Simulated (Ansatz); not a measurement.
# [PH4]+ (phosphonium): BCCD(T)/3-21G

Aim: the vertical singlet–triplet gap of [PH4]+ (phosphonium) at BCCD(T)/3-21G, from 2 runs. 

The calculation is run with Ansatz 0.2.0.

## Step 1: The structure to begin with

[PH4]+: 5 atoms, total charge +1, spin state singlet. As SMILES, `[PH4+]`. The coordinates come from a GFN2-xTB relaxation.

Bond lengths: P1–H2 1.375 Å, P1–H3 1.375 Å, P1–H4 1.375 Å, P1–H5 1.375 Å. Angles: H2–P1–H3 109.5°, H2–P1–H4 109.5°, H2–P1–H5 109.5°, H3–P1–H4 109.5°, H3–P1–H5 109.5°, H4–P1–H5 109.5°.

## Step 2: A single-point energy at BCCD(T)/3-21G

Contents of in.yaml:

```yaml
crystal:
  periodic: [false, false, false]
  atoms:
    - symbol: P
      position_ang: [-0.000020, -0.000000, 0.000050]
    - symbol: H
      position_ang: [1.357460, -0.061330, 0.210450]
    - symbol: H
      position_ang: [-0.617320, -1.016050, 0.691010]
    - symbol: H
      position_ang: [-0.261860, -0.133750, -1.343340]
    - symbol: H
      position_ang: [-0.478250, 1.211140, 0.441830]
basis:
  gaussian: {orbitals: 3-21G.json}
total_charge: 1
correlation: {method: bccd_t, frozen_orbitals: {H: 0, P: 5}}
accuracy: high
scf: {omitted_lower_state_checks: [cluster_reference, increment]}
```

The basis set 3-21G is read from a file made from the Basis Set Exchange's data (not shown).

On the command line:

```sh
$ ansatz run in.yaml --threads 1 --pin off --max-ram 2610MiB --events-out events.jsonl --progress --plain --runs-dir runs
```

Output, shortened:

```text
Warning: RAYON_NUM_THREADS=1 ignored (pool sized by the plan → 1); use --threads N
Functional definition: HF
  name "HF"
[...]
423 factors; integrals over basis functions are off by at most 4.4e-9 eV
[...]
mean field -9279.01884870 eV, -340.9976531450 hartree, gradient 2.1e-8 eV, S^2 0.000000; 0 other end points of the search recorded, 0 dependent functions left out
5 core orbitals not correlated: weight in the atoms' cores, before any rotation towards them, 1.000 or more for the frozen orbitals, at most 0.000 for the correlated occupied ones
reference -9279.01884870 eV, -340.9976531450 hartree; 4, 4 occupied and 12, 12 virtual orbitals, 423 factors
second order -1.91968101 eV of doubles, -0.00000000 eV of singles
cycle   1  -2.35467155 eV  change   -4.3e-1 eV  update   4.8e-2
[...]
cycle  16  -2.55286822 eV  change  -3.7e-11 eV  update  1.8e-10
perturbative correction -0.02293975 eV, -0.0008430203 hartree
Total energy: -9281.59465667 eV, -341.0923123419 hartree
Checks for a lower state left out: cluster_reference, increment
```

Run time: 0.22 s. Hardware: 1 thread of AMD EPYC 7R43 (Zen 3), shared host.

## Step 3: The triplet at the same level

Contents of input.yaml:

```yaml
crystal:
  periodic: [false, false, false]
  atoms:
    - symbol: P
      position_ang: [-0.000020, -0.000000, 0.000050]
    - symbol: H
      position_ang: [1.357460, -0.061330, 0.210450]
    - symbol: H
      position_ang: [-0.617320, -1.016050, 0.691010]
    - symbol: H
      position_ang: [-0.261860, -0.133750, -1.343340]
    - symbol: H
      position_ang: [-0.478250, 1.211140, 0.441830]
basis:
  gaussian: {orbitals: 3-21G.json}
accuracy: high
scf: {omitted_lower_state_checks: [cluster_reference, increment]}
magnetization: {spin_polarized: true, initial_magnetization: 2}
correlation: {method: bccd_t, frozen_orbitals: {H: 0, P: 5}}
total_charge: 1
```

The basis set 3-21G is read from a file made from the Basis Set Exchange's data (not shown).

On the command line:

```sh
$ ansatz run input.yaml --threads 1 --pin off --max-ram 2610MiB --events-out events.jsonl --progress --plain --runs-dir runs
```

Output, shortened:

```text
Warning: RAYON_NUM_THREADS=1 ignored (pool sized by the plan → 1); use --threads N
[... 2 set-up lines as earlier in the session ...]
[...]
423 factors; integrals over basis functions are off by at most 4.4e-9 eV
[...]
mean field -9268.47661929 eV, -340.6102333598 hartree, gradient 2.2e-8 eV, S^2 2.005680; 6 other end points of the search recorded, 0 dependent functions left out
5 core orbitals not correlated: weight in the atoms' cores, before any rotation towards them, 1.000 or more for the frozen orbitals, at most 0.000 for the correlated occupied ones
reference -9268.47661929 eV, -340.6102333598 hartree; 5, 3 occupied and 11, 13 virtual orbitals, 423 factors
second order -1.60486542 eV of doubles, -0.00000000 eV of singles
cycle   1  -1.98843742 eV  change   -3.8e-1 eV  update   5.0e-2
[...]
cycle  43  -2.28733716 eV  change   2.4e-10 eV  update  1.4e-10
perturbative correction -0.09060461 eV, -0.0033296580 hartree
Total energy: -9270.85456106 eV, -340.6976211080 hartree
Checks for a lower state left out: cluster_reference, increment
```

Wall time 0.69 s (1 thread of AMD EPYC 7R43 (Zen 3), shared host).

## Step 4: Outcome

At BCCD(T)/3-21G, 5 core orbitals frozen:

| quantity | value |
| --- | --- |
| singlet: total energy | -341.09231 Eh |
| singlet: correlation energy (5 core orbitals frozen) | -94.7 mEh |
| singlet: (T) correction | -0.84 mEh |
| triplet: total energy | -340.69762 Eh |
| triplet: correlation energy (5 core orbitals frozen) | -87.4 mEh |
| triplet: (T) correction | -3.33 mEh |
| triplet: ⟨S²⟩ of the reference determinant | 2.006 |
| vertical energy of the triplet above the singlet | 10.740 eV |

In words: At this shape the triplet lies 10.74 eV (1036 kJ/mol) above the singlet. The triples (singlet) make up 0.9 % of the correlation energy. The triples (triplet) make up 3.8 % of the correlation energy.
